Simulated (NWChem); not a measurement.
**Correlation energy of Na (+1)**

```xyz
1

Na     0.0000     0.0000     0.0000
```
Charge +1, spin multiplicity 1.

The numbers come from NWChem runs, not from measurements.

Basis set: def2-TZVP. Each correlation energy counts from its own Hartree-Fock reference.

| method | correlation energy (mHa) | difference from CCSD(T) |
|---|---|---|
| MP2 | -159.0 | +6.8 |
| CCSDT | -165.8 | 0.0 |
| CCSD | -163.9 | +1.9 |
| CR-CCSD[T] | -165.9 | -0.1 |
| CCSD+T(CCSD) | -166.1 | -0.3 |
| CR-CCSD(T) | -165.7 | +0.1 |
| CCSD(T) | -165.8 | 0.0 |
| SCS-MP2 | -152.8 | +13.1 |

The values span 13.3 mHa, from CCSD+T(CCSD) (lowest) to SCS-MP2 (highest). 

The correlated methods keep 1 core orbital frozen. No row is a measurement; the coupled-cluster row has its own basis-set and correlation limits.
